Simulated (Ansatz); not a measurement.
# Al₂H₄ (triplet): wave-function methods side by side, cc-pVDZ

Aim: climb from Hartree-Fock through coupled cluster and multireference methods for Al₂H₄ (triplet) at one geometry and basis, and see what each rung misses.

The runs use Ansatz 0.2.0, Gaussian basis; cc-pVDZ, core rule «outside noble gas», up to 10 orbitals frozen.

The runs, in order: UHF; CCSD(T) on ROHF; CCSD(T) on UHF; BCCD(T) on ROHF; CISD; CCSDT(Q) on ROHF; CCSDT(Q) on UHF; CASSCF and MRCISD+Q, 10 electrons in 12 orbitals; CASSCF and MRCISD+Q(relaxed), 10 electrons in 12 orbitals; CASSCF and NEVPT2, 10 electrons in 12 orbitals.

3 further runs of the same task are left out: 3 set aside as unsound or not needed.

### 1 The system

The geometry is a PBE0/def2-TZVP stationary point (not a proven minimum) of the parent state, kept for this charge and spin.

6 atoms, charge 0, spin multiplicity 3.

Atoms are counted from 1 here; the program's logs count them from 0.

Bond lengths: Al1–Al2 2.617 Å, Al1–H3 1.595 Å, Al1–H4 1.595 Å, Al2–H5 1.595 Å, Al2–H6 1.595 Å. Angles: Al2–Al1–H3 121.9°, Al2–Al1–H4 121.9°, H3–Al1–H4 116.1°, Al1–Al2–H5 121.9°, Al1–Al2–H6 121.9°, H5–Al2–H6 116.1°.

### 2 UHF

The input, in.yaml:

```yaml
crystal:
  periodic: [false, false, false]
  atoms:
    - {symbol: Al, position_ang: [0.000000, 0.000000, 1.308589]}
    - {symbol: Al, position_ang: [0.000000, 0.000000, -1.308589]}
    - {symbol: H, position_ang: [0.000000, 1.353331, 2.152404]}
    - {symbol: H, position_ang: [0.000000, -1.353331, 2.152404]}
    - {symbol: H, position_ang: [0.000000, 1.353331, -2.152404]}
    - {symbol: H, position_ang: [0.000000, -1.353331, -2.152404]}
basis:
  gaussian: {orbitals: cc-pVDZ}
magnetization: {spin_polarized: true, initial_magnetization: 2}
hamiltonian: {xc: hf}
output: {orbitals: {seedname: orbitals}}
```

The run is started by

```console
ansatz run in.yaml --threads 1 --pin off --events-out ev --progress --plain --max-ram 2816MiB --backend cpu
```

Further steps of the session: CCSD(T) on ROHF; CCSD(T) on UHF; BCCD(T) on ROHF; CISD; CCSDT(Q) on ROHF; CCSDT(Q) on UHF; CASSCF and MRCISD+Q, 10 electrons in 12 orbitals; CASSCF and MRCISD+Q(relaxed), 10 electrons in 12 orbitals; CASSCF and NEVPT2, 10 electrons in 12 orbitals.

**Question.** What will the summary of the whole plan be? Wanted: UCCSDT(Q) below the RHF energy; RMP2 from UCCSDT(Q); UMP2 from UCCSDT(Q); RCCSD from UCCSDT(Q); RCCSD(T) from UCCSDT(Q); UCCSD(T) from UCCSDT(Q); RCCSDT(Q) from UCCSDT(Q); NEVPT2 valence from UCCSDT(Q); MRCISD+Q valence from UCCSDT(Q).

As calculated:

| quantity | value |
| --- | --- |
| UCCSDT(Q) below the RHF energy | -4.6144 eV |
| RMP2 from UCCSDT(Q) | +1255.3 meV |
| UMP2 from UCCSDT(Q) | +1249.8 meV |
| RCCSD from UCCSDT(Q) | +138.2 meV |
| RCCSD(T) from UCCSDT(Q) | +40.8 meV |
| UCCSD(T) from UCCSDT(Q) | +40.7 meV |
| RCCSDT(Q) from UCCSDT(Q) | +0.5 meV |
| NEVPT2 valence from UCCSDT(Q) | +886.8 meV |
| MRCISD+Q valence from UCCSDT(Q) | +20.8 meV |
| MRCISD+Q(relaxed) valence from UCCSDT(Q) | -17.7 meV |
| levels within 1 kcal/mol (43 meV) | RCCSD(T), UCCSD(T), BCCD(T), RCCSDT, UCCSDT, RCCSDT(Q), MRCISD+Q valence, MRCISD+Q(relaxed) valence |
| T1 diagnostic | 0.023 |
| effectively unpaired electrons | 2.03 |

In words: RCCSD(T) lands +40.8 meV from the yardstick (0.9 % of the correlation energy). One determinant dominates. Of the multireference levels listed MRCISD+Q(relaxed) valence comes nearest in total energy (-17.7 meV), which doesn't show that its space is the better one. These misses are within one basis, not against nature; the frozen cores of restricted and unrestricted runs differ, which can shift their rows.
